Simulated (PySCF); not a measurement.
C3H7S (doublet state).
Z-matrix (Å and degrees, GFN2-xTB geometry), rows numbered from 1:
```
C 
C   1  1.4263
S   2  1.9326  1  109.29
C   3  1.8117  2   99.30  1    70.06
H   1  1.0737  2  120.15  3    79.20
H   1  1.0746  2  120.75  3   -86.68
H   2  1.0864  1  114.52  3  -112.11
H   2  1.0868  1  115.28  3   116.05
H   4  1.0857  3  109.90  2   -67.61
H   4  1.0867  3  109.66  2    54.57
H   4  1.0852  3  106.41  2   173.54
```

The hyperfine couplings belong to this conformer and change with its torsions.

Identity: `[CH2]CSC` [radical].

Level of theory: UKS B3LYP, pcH-1 on C H S, non-relativistic, mean-field spin-orbit, GIAO (PySCF). One conformer (not necessarily the lowest) at the GFN2-xTB geometry, without solvent, vibrations or thermal averaging. Couplings are sensitive to structure, and on GFN2-xTB geometries they can be far from those on DFT ones. Stability of the SCF solution: not tested.

Match the computed a_iso(13C) values +82.3, -28.1, +0.8 MHz with the sites C1; C2; C4.

```tsv
site	a_iso (MHz)	ρ(0) (bohr⁻³)	position	distance from C1 (Å)	spin population	largest |T| (MHz)
C1	+82.3	+0.0732	largest spin population	0.00	+0.96	148.0
C2	-28.1	-0.0250	1 bond from C1	1.43	-0.11	7.6
C4	+0.8	+0.0007	3 bonds from C1	3.26	0.00	1.0
```

ρ(0) is the spin density at the nucleus and T the dipolar tensor; a_iso includes a spin–orbit part; entries for several nuclei are means. Largest spin populations (Mulliken): C1 (+0.96), S3 (+0.20) and C2 (-0.11). The angles at C1 add up to 358.5°, so it is planar; its axial dipolar tensor and the negative couplings of its protons fit spin in a p orbital normal to that plane.

Means are taken over nuclei equivalent by connectivity, which assumes that they swap fast. H5 and H6 aren't averaged: C1 is flat or nearly so (angle sum 359°), and its turn about the short C1–C2 bond (1.43 Å) is taken as slow. The three 1H nuclei of mean +3.4 MHz run from -0.5 to 7.0 MHz in the frozen geometry. The 1H value of +28.6 MHz is a mean of couplings from 19.8 to 37.3 MHz in this one geometry, not an average over conformers.
